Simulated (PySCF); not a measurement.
Method: delta-SCF UKS SCAN, pcX-2 on the ionised atom, pcseg-1 elsewhere, spin-free X2C in PySCF. Geometries: GFN2-xTB; isolated species, one conformer each. Values against the vacuum level.

**Question.** Order these sites by rising C 1s binding energy.
A. C2 in `[CH2:1]=[CH:2][P:3]1[CH:4]=[CH:5]1`
B. C3 in `[O:1]=[c:2]1[cH:3][cH:4][c:5]1=[O:6]`
C. C3 in `[S-:1][c:2]1[cH:3][cH:4][cH:5][o:6]1`
D. C3 in `[P:1]#[C:2][CH:3]1[CH2:4][CH2:5]1`
E. C2 in `[CH3:1]/[CH:2]=[CH:3]/[C:4]#[P:5]`

**Answer.** C (284.74 eV), A (290.07 eV), E (290.39 eV), D (291.42 eV), B (292.17 eV).

From the lowest up, the atoms are bonded to: 2 C (aromatic in the SMILES) and H in a species of charge -1 (284.74); C (double bond), H and P (290.07); C (double bond), C and H (290.39); 3 C and H (291.42); 2 C (aromatic in the SMILES) and H (292.17).

1 of these hole states is spin-contaminated (⟨S²⟩ 0.87, against 0.75; counted from 0.85) and less certain. The basis sets have no added diffuse functions, a weakness for anions.
